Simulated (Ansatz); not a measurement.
Working through an active-space calculation of HO (charge -1)

Program: Ansatz 0.2.0, Python API.

Notebook, run cell by cell (the value of a cell's last expression is shown):

In [1]:
```python
import ansatz
```

In [2]:
```python
GEOMETRY = '''
H     0.00000    0.00000    0.00000
O     0.00000    0.00000    1.02000
'''
```

In [3]:
```python
molecule = ansatz.Crystal.molecule()
for line in GEOMETRY.strip().splitlines():
    symbol, *xyz = line.split()
    molecule = molecule.atom(symbol, [float(v) for v in xyz])

calculation = (
    molecule.calculation()
    .basis(gaussian='6-31G*')
    .charge(-1)
    .correlation(active_electrons=6, active_orbitals=6)
)
for method in [None]:
    r = (calculation if method is None else calculation.correlation(method)).run(threads=1).report
    space = r['configurations']
    state = space['states'][0]
    print(method or 'casscf', f'total {r["free_energy_ev"] / 27.211386246:.6f} Ha, active-space state {state["energy"]["hartree"]:.6f} Ha, mean field {r["reference_energy_ev"] / 27.211386246:.6f} Ha')
    print('  determinants', state['n_determinants'], ' natural occupations', [round(n, 3) for n in space['natural_occupations']])
print('effectively unpaired electrons, sum of min(n, 2 - n):', round(sum(min(n, 2 - n) for n in space['natural_occupations']), 3))
```
```text
casscf total -75.411177 Ha, active-space state -75.411177 Ha, mean field -75.324025 Ha
  determinants 400  natural occupations [1.982, 1.982, 1.968, 0.033, 0.017, 0.017]
effectively unpaired electrons, sum of min(n, 2 - n): 0.135
```

Reading the output:
- Total energies depend on the basis set; only differences at equal settings carry meaning.
- The geometry is a force-field or estimated start, not a minimum of this method, and the basis set is short of its limit. The active space starts as a window about the frontier orbitals and is then optimised, not chosen by chemistry.
- Anions want diffuse functions, which this basis lacks.
- The whole script took 1.2 s on 1 thread of Arm Neoverse V1, on a shared host, peak memory 0.13 GiB.
